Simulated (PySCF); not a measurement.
PySCF input:

```python
from pyscf import gto, scf, dft

mol = gto.M(
    atom='''
    O    -1.66114469    0.13057589    0.03706797
    C    -0.58344504   -0.40829064   -0.06362926
    S     1.04936424    0.08782104    0.00532698
    ''',
    basis='def2-tzvpd',
    charge=-1,
    spin=1,
    verbose=4,
)

mf = dft.UKS(mol, xc='m062x').density_fit(auxbasis='def2-universal-jkfit')
mf.grids.level = 4
mf.conv_tol = 1e-9
mf.max_cycle = 100
mf.max_memory = 1500
mf.kernel()
if not mf.converged:
    mf = mf.newton()
    mf.kernel(mf.make_rdm1())
for _ in range(2):
    mo, _, stable, _ = mf.stability(return_status=True)
    if stable:
        break
    mf.kernel(mf.make_rdm1(mo, mf.mo_occ))
mf.analyze()
```

**Question.** Predict the final energy.

**Answer.** -511.53690 Eh (M06-2X/def2-TZVPD).
